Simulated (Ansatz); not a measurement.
# One shape, several levels: SiNH3 (SMILES [N][SiH3])

Wanted: a comparison of 6 runs (U-revPBE/STO-3G, UBLYP/STO-3G, USVWN5/STO-3G, UMP2/STO-3G, UCCSDT(Q)/STO-3G, UCCSDT/STO-3G) of SiNH3. 

The calculation is run with Ansatz 0.2.0.

51 further runs of the same task are left out: 5 that didn't finish, 46 set aside as unsound or not needed.

### 1 The molecule

SiNH3 has 5 atoms, charge 0, and is taken as a triplet. As SMILES, `[N][SiH3]`. The H3–Si2 distance was set to 1.845 Å, away from the relaxed value.

Bond lengths: N1–Si2 1.655 Å, Si2–H4 1.476 Å, Si2–H5 1.476 Å. Angles: N1–Si2–H4 111.1°, N1–Si2–H5 111.1°, H4–Si2–H5 107.7°. A long bond or contact: Si2–H3 1.845 Å.

### 2 A single-point energy at U-revPBE/STO-3G (run 1)

Contents of in.yaml:

```yaml
crystal:
  periodic: [false, false, false]
  atoms:
    - {symbol: N, position_ang: [-1.550309, 0.412055, 0.839951]}
    - {symbol: Si, position_ang: [-0.003439, 0.075385, 0.356621]}
    - {symbol: H, position_ang: [0.064950, -0.313200, -1.445390]}
    - {symbol: H, position_ang: [0.541421, -1.085255, 1.087651]}
    - {symbol: H, position_ang: [0.892661, 1.221915, 0.602931]}
basis:
  gaussian:
    orbitals: STO-3G
accuracy: high
total_charge: 0
magnetization:
  spin_polarized: true
  initial_magnetization: 2
hamiltonian:
  xc: {name: revPBE}
```

The run is started by

```
$ ansatz run in.yaml --threads 1 --pin off --max-ram 2610MiB --events-out events.jsonl --progress --plain --runs-dir runs
```

Log:

```text
Warning: RAYON_NUM_THREADS=1 ignored (pool sized by the plan → 1); use --threads N
Functional definition: revPBE
  name "revPBE"
  parameter kappa = 1.245
  parameter beta = 0.06672455060314922
  exchange = pbe_x(kappa = kappa, mu = beta*pi^2/3)
  correlation = pbe_c(beta = beta)
291 factors; integrals over basis functions are off by at most 1.4e-8 eV
mean field evaluation 1: about -9296.9121 eV, gradient 1.6e1 eV
mean field evaluation 2: about -9295.8276 eV, gradient 2.0e1 eV
mean field evaluation 4: about -9298.9059 eV, gradient 1.4e0 eV
mean field evaluation 8: about -9298.8707 eV, gradient 5.7e-3 eV
mean field evaluation 16: about -9298.8707 eV, gradient 6.1e-7 eV
mean field -9298.87074813 eV, -341.7271969926 hartree, gradient 1.2e-8 eV, S^2 2.007302; 0 other end points of the search recorded, 0 dependent functions left out
reference -9298.87075019 eV, -341.7271970685 hartree; 13, 11 occupied and 4, 6 virtual orbitals, 291 factors
Total energy: -9298.87075019 eV, -341.7271970685 hartree
```

Wall time 1.6 s (1 thread of Arm Neoverse V1, shared host); peak memory 0.12 GiB.

### 3 The energy at UBLYP/STO-3G (run 2)

Contents of job.yaml:

```yaml
basis:
  gaussian:
    orbitals: STO-3G
crystal:
  periodic: [false, false, false]
  atoms:
    - {symbol: N, position_ang: [-1.550309, 0.412055, 0.839951]}
    - {symbol: Si, position_ang: [-0.003439, 0.075385, 0.356621]}
    - {symbol: H, position_ang: [0.064950, -0.313200, -1.445390]}
    - {symbol: H, position_ang: [0.541421, -1.085255, 1.087651]}
    - {symbol: H, position_ang: [0.892661, 1.221915, 0.602931]}
magnetization:
  spin_polarized: true
  initial_magnetization: 2
hamiltonian:
  xc: {name: BLYP}
accuracy: high
```

The run is started by

```
$ ansatz run job.yaml --threads 1 --pin off --max-ram 2610MiB --events-out events.jsonl --progress --plain --runs-dir runs
```

Log:

```text
Warning: RAYON_NUM_THREADS=1 ignored (pool sized by the plan → 1); use --threads N
Functional definition: BLYP
  name "BLYP"
  parameter beta = 0.0042
  parameter a = 0.04918
  parameter b = 0.132
  parameter c = 0.2533
  parameter d = 0.349
  exchange = b88_x(beta = beta)
  correlation = lyp_c(a = a, b = b, c = c, d = d)
291 factors; integrals over basis functions are off by at most 1.4e-8 eV
mean field evaluation 1: about -9297.0288 eV, gradient 1.7e1 eV
mean field evaluation 2: about -9295.5839 eV, gradient 2.2e1 eV
mean field evaluation 4: about -9299.1666 eV, gradient 1.7e0 eV
mean field evaluation 8: about -9299.1409 eV, gradient 3.8e-2 eV
mean field evaluation 16: about -9299.1409 eV, gradient 1.5e-6 eV
mean field -9299.14092503 eV, -341.7371258107 hartree, gradient 7.7e-8 eV, S^2 2.007662; 0 other end points of the search recorded, 0 dependent functions left out
reference -9299.14095896 eV, -341.7371270577 hartree; 13, 11 occupied and 4, 6 virtual orbitals, 291 factors
Total energy: -9299.14095896 eV, -341.7371270577 hartree
```

Wall time 1.5 s (1 thread of Arm Neoverse V1, shared host); peak memory 0.12 GiB.

### 4 A single-point energy at USVWN5/STO-3G (run 3)

Contents of in.yaml:

```yaml
crystal:
  periodic: [false, false, false]
  atoms:
    - symbol: "N"
      position_ang: [-1.550309, 0.412055, 0.839951]
    - symbol: Si
      position_ang: [-0.003439, 0.075385, 0.356621]
    - symbol: H
      position_ang: [0.064950, -0.313200, -1.445390]
    - symbol: H
      position_ang: [0.541421, -1.085255, 1.087651]
    - symbol: H
      position_ang: [0.892661, 1.221915, 0.602931]
basis:
  gaussian:
    orbitals: STO-3G
magnetization:
  spin_polarized: true
  initial_magnetization: 2
hamiltonian:
  xc: {name: SVWN5}
accuracy: high
```

The run is started by

```
$ ansatz run in.yaml --threads 1 --pin off --max-ram 2610MiB --events-out events.jsonl --progress --plain --runs-dir runs
```

Log:

```text
Warning: RAYON_NUM_THREADS=1 ignored (pool sized by the plan → 1); use --threads N
Functional definition: SVWN5
  name "SVWN5"
  exchange = slater_x
  correlation = vwn5_c
291 factors; integrals over basis functions are off by at most 1.4e-8 eV
mean field evaluation 1: about -9252.7015 eV, gradient 1.7e1 eV
mean field evaluation 2: about -9249.6164 eV, gradient 2.7e1 eV
mean field evaluation 4: about -9254.7935 eV, gradient 2.6e0 eV
mean field evaluation 8: about -9254.8083 eV, gradient 5.7e-2 eV
mean field evaluation 16: about -9254.8083 eV, gradient 6.1e-7 eV
mean field -9254.80834889 eV, -340.1079336872 hartree, gradient 4.0e-8 eV, S^2 2.006558; 0 other end points of the search recorded, 0 dependent functions left out
reference -9254.80835049 eV, -340.1079337460 hartree; 13, 11 occupied and 4, 6 virtual orbitals, 291 factors
Total energy: -9254.80835049 eV, -340.1079337460 hartree
```

Run time: 0.97 s. Hardware: 1 thread of Arm Neoverse V1, shared host; peak memory 0.1 GiB.

Runs 4 to 5 aren't shown in full; the table further down has their settings and results.

### 5 The energy at UCCSDT/STO-3G (run 6)

Contents of job.yaml:

```yaml
crystal:
  periodic: [false, false, false]
  atoms:
    - symbol: "N"
      position_ang: [-1.550309, 0.412055, 0.839951]
    - symbol: Si
      position_ang: [-0.003439, 0.075385, 0.356621]
    - symbol: H
      position_ang: [0.064950, -0.313200, -1.445390]
    - symbol: H
      position_ang: [0.541421, -1.085255, 1.087651]
    - symbol: H
      position_ang: [0.892661, 1.221915, 0.602931]
basis:
  gaussian:
    orbitals: STO-3G
scf:
  omitted_lower_state_checks: [cluster_reference, increment]
correlation:
  method: ccsdt
  frozen_orbitals: {H: 0, "N": 1, Si: 5}
accuracy: high
magnetization:
  spin_polarized: true
  initial_magnetization: 2
```

The run is started by

```
$ ansatz run job.yaml --threads 1 --pin off --max-ram 2610MiB --events-out events.jsonl --progress --plain --runs-dir runs
```

Log:

```text
Warning: RAYON_NUM_THREADS=1 ignored (pool sized by the plan → 1); use --threads N
[... 11 lines left out ...]
6 core orbitals not correlated: weight in the atoms' cores, before any rotation towards them, 1.000 or more for the frozen orbitals, at most 0.000 for the correlated occupied ones
[... 35 lines left out ...]
Total energy: -9280.88688520 eV, -341.0663022199 hartree
Checks for a lower state left out: cluster_reference, increment
```

It took 0.6 s on 1 thread of Arm Neoverse V1, shared host.

### 6 The series

| run | level | frozen core orbitals | energy (Eh) | ⟨S²⟩ | wall time |
| --- | --- | --- | --- | --- | --- |
| 1 | U-revPBE/STO-3G | – | -341.727197 | 2.007 | 1.6 s |
| 2 | UBLYP/STO-3G | – | -341.737127 | 2.008 | 1.5 s |
| 3 | USVWN5/STO-3G | – | -340.107934 | 2.007 | 0.97 s |
| 4 | UMP2/STO-3G | 6 | -341.032079 | 2.053 | 0.1 s |
| 5 | UCCSDT(Q)/STO-3G | 6 | -341.066338 | 2.053 | 0.81 s |
| 6 | UCCSDT/STO-3G | 6 | -341.066302 | 2.053 | 0.6 s |

### 7 Outcome

| quantity | value |
| --- | --- |
| run 6: total energy | -341.06630 Eh |
| run 6: correlation energy (6 core orbitals frozen) | -90.5 mEh |
| run 6: ⟨S²⟩ of the reference determinant | 2.053 |
| run 6: T1 diagnostic | 0.017 |

**Reading.** Totals of different functionals can't be ranked against each other. In runs 1, 2, 3, 4, 5, 6 the basis is minimal, so the values are rough. All runs together took 5.6 s, the longest 1.6 s.
